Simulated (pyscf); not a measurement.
PySCF, gas phase, ωB97X-D3(BJ)/def2-SVP geometries.

Question: For Cl–Si•(Cl)–Cl (SMILES Cl[Si](Cl)Cl) + NH₃ (SMILES N) -> H₂N–Si(Cl)(Cl)–Cl (SMILES N[Si](Cl)(Cl)Cl) + H• (SMILES [H]), a substitution at N (doublet surface; H–N broken, N–Si formed), PBE/def2-TZVP gives ΔE‡ = 59.6 kJ/mol and ΔE = +26.9 kJ/mol (zero: the separated reactants). In which direction and how far do B3LYP-D3(BJ)/def2-TZVP, PBE0-D3(BJ)/def2-TZVP, ωB97M-D3(BJ)/def2-TZVP move these?

Answer: B3LYP-D3(BJ): ΔE‡ = 72.0 kJ/mol, ΔE = +20.5 kJ/mol; PBE0-D3(BJ): ΔE‡ = 66.7 kJ/mol, ΔE = +8.4 kJ/mol; ωB97M-D3(BJ): ΔE‡ = 80.0 kJ/mol, ΔE = -1.4 kJ/mol. PBE's barrier lies under all of them, by 7.1 to 20.4 kJ/mol. Its reaction energy lies over all of them, by 6.4 to 28.3 kJ/mol. On the reactant side the descent ends in a bound adduct, 44.3 kJ/mol under the separated species and 132.9 kJ/mol under the saddle at ωB97X-D3(BJ)/def2-TZVP. At ωB97X-D3(BJ) the barrier from the zero used here is 88.5 kJ/mol. One saddle was located; it need not be the lowest between these sides. The angle at the attacked N is 132°.
